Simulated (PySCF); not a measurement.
# A diatomic session: LiF

The task here is to estimate one member of a computed series from the others.

Program: PySCF 2.14.0. Level of theory: Li 3-21G, F 3-21G, no relativity. These are calculated values, not measurements.

Set-up of the first run:

The job is set up so:

* atoms: Li, F
* charge: 0
* basis: Li 3-21G, F 3-21G
* Hamiltonian: no relativity
* basis functions: 18
* electrons treated: 12
* masses in u: 7.0160, 18.9984
* levels: PBE0, PBE, r²SCAN, r²SCAN0, M06, revPBE, LC-ωPBE, HF, MP2, SCS-MP2, CCSD, CCSD(T)
* grid: 80 radial by 434 angular points
* occupations: held fixed by the projection of orbital angular momentum
* dissociation limit: Li + F, each in its ground configuration
* starting distance in angstrom: 1.900
* values of 2S to try: 0, 2

Started as:

```bash
OMP_NUM_THREADS=1 python dia.py task.json out
```

Steps of the session up to this table: Set-up; First curve: PBE0; Excited determinants; PBE (GGA); r²SCAN; r²SCAN0 (hybrid meta-GGA); M06 (hybrid meta-GGA); revPBE (GGA); LC-ωPBE; RHF; Adding correlation.

One table of the session follows, with a row left open; its other results are not shown here.

Energy (eV) from each level's lowest point:

```
R (Å)    RHF  RHF-MP2  RHF-SCS-MP2  RHF-CCSD  RHF-CCSD(T)
1.315  0.715    0.763        0.758       n/a          n/a
1.376  0.308    0.342        0.339     0.338        0.347
1.437  0.089    0.110        0.107     0.107        0.113
1.483      ?        ?            ?         ?            ?
1.529  0.000    0.000        0.000     0.000        0.000
1.575  0.029    0.019        0.020     0.020        0.017
1.636  0.118    0.097        0.099     0.099        0.093
1.712  0.287    0.253        0.257     0.257        0.245
1.804  0.541    0.497        0.501     0.500        0.483
1.927  0.928    0.874        0.878       n/a          n/a
```

Estimate the missing values for R (Å) = 1.483.

Worked estimate for «RHF». A straight line through the neighbours (1.437, 0.089) and (1.529, 0.000) gives 0.089 + (0.000 − 0.089) × (1.483 − 1.437) / (1.529 − 1.437) = 0.044; a parabola fitted to 4 rows on both sides gives 0.012.

As computed: RHF: 0.016; RHF-MP2: 0.026; RHF-SCS-MP2: 0.025; RHF-CCSD: 0.024; RHF-CCSD(T): 0.027. In «RHF» the line misses by +0.028 and the parabola by -0.004.

State 2 has its PBE0 minimum 4.98 eV higher. The other levels ran on the lowest alone.
